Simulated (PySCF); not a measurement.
Rigid-rotor lines calculated for a species of formula [ClH5PSi]+ (commonest isotopes; PBE0-D3(BJ)/def2-SVP geometry optimisation, gas phase (PySCF 2.14.0)), labelled J(Ka,Kc):

```tsv
transition	MHz
1(0,1) ← 0(0,0)	4439.1
1(1,1) ← 0(0,0)	11817.6
2(0,2) ← 1(0,1)	8863.2
2(1,1) ← 1(1,0)	9266.2
2(1,2) ← 1(1,1)	8490.1
```

(1) Find the rotational constants.

(2) What moments of inertia, asymmetry and inertial defect follow?

(3) Which dipole components do these lines need?

(4) Where do these fall, and of which type are they? 2(0,2) ← 1(1,1); 1(1,0) ← 1(0,1); 1(1,0) ← 1(1,1); 2(2,1) ← 2(1,2); 2(1,2) ← 1(0,1); 2(2,1) ← 1(1,0).

(5) Which structure gave them?

Results:

(1) 1(0,1) ← 0(0,0) is B + C, 2(1,1) ← 1(1,0) is 3B + C and 2(1,2) ← 1(1,1) is B + 3C, so B − C is half the difference of the last two, 388.1 MHz. 1(1,1) ← 0(0,0) is A + C. A = 9792.1, B = 2413.6, C = 2025.5 MHz.

(2) I = 505379 MHz·u·Å² over each constant: Ia = 51.61, Ib = 209.39, Ic = 249.51 u·Å²; κ = (2B − A − C)/(A − C) = -0.900 (near-prolate asymmetric top); Δ = Ic − Ia − Ib = -11.50 u·Å².

(3) μa and μb (a-type: ΔKa even, ΔKc odd; b-type: both odd). The calculation gives |μa| = 5.79 D, |μb| = 0.62 D, |μc| = 0.00 D, about the centre of mass.

(4) 
```
     transition    MHz  type  branch
1(1,0) ← 1(1,1)    388     a       Q
2(0,2) ← 1(1,1)   1485     b       R
1(1,0) ← 1(0,1)   7767     b       Q
2(1,2) ← 1(0,1)  15869     b       R
2(2,1) ← 2(1,2)  23300     b       Q
2(2,1) ← 1(1,0)  31402     b       R
```

(5) `[PH3+][SiH2]Cl`, point group Cs. Three constants can't fix a structure by themselves; this is the one that was computed:
```xyz
8
ClH5PSi angstrom
P      0.839    0.617   -0.437
Si    -1.445    0.153   -0.421
Cl    -2.170    1.667   -1.552
H      1.650   -0.286    0.289
H      1.368    0.632   -1.747
H      1.125    1.894    0.095
H     -1.795    0.232    1.014
H     -1.520   -1.181   -1.058
```

Stationary, but not proved a minimum. Constants of a rigid frame at the computed geometry: no zero-point averaging, no centrifugal distortion. A rigid rotor knows nothing of internal rotation, which can split or shift real lines. Quadrupole hyperfine structure (35Cl) is left out.
